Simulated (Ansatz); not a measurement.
Changing the shape of SiH, doublet

Computed with Ansatz's Gaussian-basis code (development build). Basis cc-pVDZ, nonrelativistic, 5 orbitals frozen in the corrections; active space CAS(5,5). Restricted Hartree–Fock, then the lowest state-specific CASSCF solution met for each case. Single-reference values can break down or jump between states where bonds are stretched. Solutions in different active orbitals can move differences by tenths of an eV and at times more than 1 eV.

Case A: bond length 1.6639 Å.

Case B: bond length 1.4174 Å.

Case C: bond length 1.5407 Å.

Energy less that of case A, in eV:

```
case  RHF/ROHF
   B    -0.007
   C    -0.121
```

Give the SC-NEVPT2 energies against case A.

B: +0.071 eV (1.6 kcal/mol); C: -0.077 eV (-1.8 kcal/mol).

Which case is lowest, and do the methods agree?

C is lowest in SC-NEVPT2. Of the methods shown, RHF/ROHF agrees.
